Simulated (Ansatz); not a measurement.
CHF2, SMILES F[CH]F, a ladder of basis sets

Program: Ansatz 0.2.0, Python API.

The cells in order, each with its output:

```python
import ansatz as az
from ase import Atoms
```

```python
atoms = Atoms(['F', 'C', 'F', 'H'], positions=[
    (-1.21764, 0.2629, -0.13551),
    (0.04447, 0.06835, 0.22048),
    (0.43224, -1.17588, -0.02279),
    (0.74094, 0.84463, -0.06218),
])
geometry = az.Crystal.molecule_from_ase(atoms)

model = (
    geometry.calculation()
    .functional('hf')
    .spin('collinear', total=1)
)

energies = {}
for basis in ['STO-3G', '6-31G', '6-31G*', 'def2-SVP', 'def2-SVPD', 'def2-TZVP', 'def2-TZVPP']:
    summary = model.basis(gaussian=basis).run(threads=1).report
    size = summary['n_frozen'] + summary['n_occupied'][0] + summary['n_virtual'][0]
    energies[basis] = (summary['reference_energy_ev'] / 27.211386246, summary['free_energy_ev'] / 27.211386246)
    print(f'{basis:14s} {size:4d} orbitals  reference {energies[basis][0]:14.6f} Ha  total {energies[basis][1]:14.6f} Ha')
```

    STO-3G           16 orbitals  reference    -234.001947 Ha  total    -234.001947 Ha
    6-31G            29 orbitals  reference    -237.186491 Ha  total    -237.186491 Ha
    6-31G*           47 orbitals  reference    -237.262086 Ha  total    -237.262086 Ha
    def2-SVP         47 orbitals  reference    -237.075403 Ha  total    -237.075403 Ha
    def2-SVPD        74 orbitals  reference    -237.090871 Ha  total    -237.090871 Ha
    def2-TZVP        99 orbitals  reference    -237.373362 Ha  total    -237.373362 Ha
    def2-TZVPP      107 orbitals  reference    -237.373820 Ha  total    -237.373820 Ha

```python
last = energies['def2-TZVPP'][1]
for basis, (_, total) in energies.items():
    print(f'{basis:14s} lies {27.211386 * (total - last):9.4f} eV above def2-TZVPP')
```

    STO-3G         lies   91.7533 eV above def2-TZVPP
    6-31G          lies    5.0975 eV above def2-TZVPP
    6-31G*         lies    3.0404 eV above def2-TZVPP
    def2-SVP       lies    8.1203 eV above def2-TZVPP
    def2-SVPD      lies    7.6994 eV above def2-TZVPP
    def2-TZVP      lies    0.0125 eV above def2-TZVPP
    def2-TZVPP     lies    0.0000 eV above def2-TZVPP

Against STO-3G: 6-31G -3184.5 mHa, 6-31G* -3260.1 mHa, def2-SVP -3073.5 mHa, def2-SVPD -3088.9 mHa, def2-TZVP -3371.4 mHa and def2-TZVPP -3371.9 mHa. The last step alone is -0.46 mHa (these two sets differ little on atoms other than hydrogen).

Reading the output:
- The drop along the ladder measures the basis error, and is no property of the molecule.
- The geometry is a force-field or estimated start, not a minimum of this method, and the last set is no limit. Much of the fall in a total is atomic energy, which cancels in bond and reaction energies.
- The run takes the species as open-shell (spin multiplicity 2), which needn't be its ground state.
- Totals across families of basis sets mostly measure their core functions.
- Run time: 2.8 s on 1 thread of Arm Neoverse V1, on a shared host, peak memory 0.22 GiB.
